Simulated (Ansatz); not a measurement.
Geometry optimisation, Ansatz, RKS CAM-B3LYP/def2-SVP.

Input file:

```yaml
crystal:
  periodic: [false, false, false]
  atoms:
    - { symbol: Si, position_ang: [-0.872161, 0.543715, -0.653223] }
    - { symbol: H, position_ang: [1.310232, 0.54707, -2.288719] }
    - { symbol: H, position_ang: [-1.206171, -0.272499, -1.847978] }
    - { symbol: H, position_ang: [-2.051717, 0.576033, 0.260799] }
    - { symbol: H, position_ang: [-0.536125, 1.929163, -1.062894] }
    - { symbol: H, position_ang: [1.563295, 0.239417, -1.708814] }
    - { symbol: O, position_ang: [0.434232, -0.150212, 0.225121] }
    - { symbol: C, position_ang: [0.347072, -0.729693, 1.4981] }
    - { symbol: H, position_ang: [0.175755, -1.81991, 1.43574] }
    - { symbol: H, position_ang: [1.296913, -0.567352, 2.031446] }
    - { symbol: H, position_ang: [-0.461426, -0.295832, 2.110523] }
basis:
  gaussian: { orbitals: def2-SVP }
hamiltonian:
  xc: cam_b3lyp
relax:
  f_tol: 0.03
  max_steps: 50
```

Launched with:

```bash
$ ansatz run input.yaml --threads 2 --pin off --max-ram 3072MiB --backend cpu --events-out ev --progress --plain --runs-dir out
```

Task: Where does it end, and by what steps?

Result: The forces met the threshold. The force dipped under the threshold on the way, but the program's further checks kept it going. After 26 steps the energy has fallen by 0.277 eV; H2 moved furthest, 1.86 Å.

```csv
step,energy less start (eV),largest force component (eV/Å),accepted
0,0.0000,2.187,yes
1,-0.1447,0.781,yes
2,-0.1842,0.339,yes
3,-0.2049,0.146,yes
4,-0.2202,0.236,yes
5,-0.2289,0.394,yes
6,-0.2050,1.233,no
7,-0.2417,0.168,yes
8,-0.2494,0.087,yes
9,-0.2525,0.267,yes
10,-0.2561,0.126,yes
11,-0.2595,0.035,yes
12,-0.2614,0.038,yes
13,-0.2623,0.259,yes
14,-0.2649,0.104,yes
15,-0.2663,0.026,yes
16,-0.2679,0.174,yes
17,-0.2695,0.114,yes
18,-0.2712,0.167,yes
19,-0.2725,0.119,yes
20,-0.2735,0.077,yes
21,-0.2745,0.082,yes
22,-0.2753,0.073,yes
23,-0.2758,0.046,yes
24,-0.2764,0.038,yes
25,-0.2766,0.030,yes
26,-0.2767,0.022,yes
```

```xyz
11
Properties=species:S:1:pos:R:3
Si -1.442 0.587 -0.476
H 2.920 0.466 -1.364
H -2.308 -0.583 -0.811
H -2.074 1.323 0.660
H -1.305 1.477 -1.653
H 2.194 0.438 -1.122
O 0.092 0.089 -0.076
C 0.405 -0.770 0.990
H -0.100 -1.748 0.895
H 1.491 -0.946 0.991
H 0.128 -0.332 1.966
```

Time of the run: 37 s on 2 threads of Intel(R) Xeon(R) Platinum 8488C (Sapphire Rapids) (shared host), peak memory 0.2 GiB.
